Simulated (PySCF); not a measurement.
Cl4Si, SMILES Cl[Si](Cl)(Cl)Cl (connectivity only; charge and spin as stated), charge +1, multiplicity 2.

Geometry: PBE0-D3(BJ)/def2-SVP. A frequency run showed that this geometry is not a minimum. The spin state was assumed, not searched. The isomer is the one that the SMILES or the coordinates give; other isomers of the formula were not compared.

The numbers are results of TDA-LC-ωPBE/def2-SVPD (PySCF), not measurements.

Vertical excitations; the highest root listed may be one member of a degenerate set. Gas-phase values at a fixed geometry.

Computed UV-visible absorptions:
```csv
state,energy (eV),λ (nm),f,main pairs
root 1,0.18,6906,0.001,"β HOMO→LUMO 67 %, β HOMO−6→LUMO 31 %"
root 2,0.22,5564,0.000,"β HOMO−1→LUMO 78 %, β HOMO−5→LUMO 19 %"
root 3,0.94,1317,0.000,"β HOMO−5→LUMO 68 %, β HOMO−1→LUMO 19 %"
root 4,1.03,1207,0.029,β HOMO−3→LUMO (degenerate set)
root 5,1.03,1205,0.016,β HOMO−2→LUMO (degenerate set)
root 6,1.38,900,0.013,"β HOMO−6→LUMO 56 %, β HOMO→LUMO 26 %, β HOMO−4→LUMO 15 %"
root 7,1.61,770,0.058,β HOMO−4→LUMO 75 %
root 8,3.32,373,0.013,"β HOMO−9→LUMO 59 %, β HOMO−7→LUMO 33 %"
root 9,3.48,357,0.012,"β HOMO−7→LUMO 57 %, β HOMO−9→LUMO 34 %"
root 10,3.49,355,0.050,β HOMO−8→LUMO 92 %
```
Unrestricted roots are not spin-pure.
